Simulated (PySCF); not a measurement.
# H5OS: the cost of one run

Programs: PySCF 2.14.0. All values are calculated, for the isolated system unless a continuum is named. Atoms count from 0, parts from 1.

## Step 1: The system as given

7 atoms, charge 1, multiplicity 1; geometry: GFN2-xTB. Parts: 1 = atoms 0–3, `[OH3+]`, charge 1; 2 = atoms 4–6, `S`, charge 0. In the given geometry H2 has moved to S4 of another part (1.48 Å), so values for the parts refer to these atom groups.

## Step 2: Optimising the geometry at PBE0-D3(BJ)/def2-TZVPD

Job settings and geometry (Å):

```
{"job": {"xc": "PBE0", "basis": "def2-TZVPD", "d3": "d3bj", "grid": 3, "kind": "geom", "shake": 0.01}, "charge": 1, "multiplicity": 1, "parts": [{"atoms": "0-3", "charge": 1, "multiplicity": 1}, {"atoms": "4-6", "charge": 0, "multiplicity": 1}]}
O     -0.008031    -0.255785    -0.133723
H     -0.218572     0.713789    -0.162660
H     -1.139868    -1.077092     0.224926
H      0.830374    -0.360109     0.344022
S     -2.257014    -2.003208     0.515572
H     -2.894923    -1.720168    -0.627783
H     -1.621269    -3.074510     0.017600
```

Launch:

```sh
$ OMP_NUM_THREADS=1 python cluster_run.py task.json out
```

This one command runs all jobs of the session in turn.

Q: Estimate the wall time and peak memory of this first job on 1 thread of Arm Neoverse N1, shared host.

About 94 s, with a peak of 0.56 GiB.
